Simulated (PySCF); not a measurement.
# Relaxation of singlet CF₄

Level of theory: B3LYP in PySCF with C def2-TZVP, F def2-TZVP; no relativity; density-fitted integrals. A (50,194) grid was used.

A hand-made tetrahedral start, of Td symmetry, held to at least that symmetry:

```xyz
5
charge 0 multiplicity 1, angstrom
C     0.0000    0.0000    0.0000
F     0.8025    0.8025    0.8025
F    -0.8025    0.8025   -0.8025
F     0.8025   -0.8025   -0.8025
F    -0.8025   -0.8025    0.8025
```

Optimiser trace:
```csv
step,E − E(last) (kJ/mol),largest gradient (Eh/bohr)
0,38.91,0.03298
1,8.28,0.01857
2,0.32,0.00341
3,0.00,0.00030
4,0.00,0.00000
```

It ends at Td with C–F 1.326 Å (×4); F–C–F 109.5° (×6). A frequency run shows a minimum. Other isomers or separated fragments may lie lower.
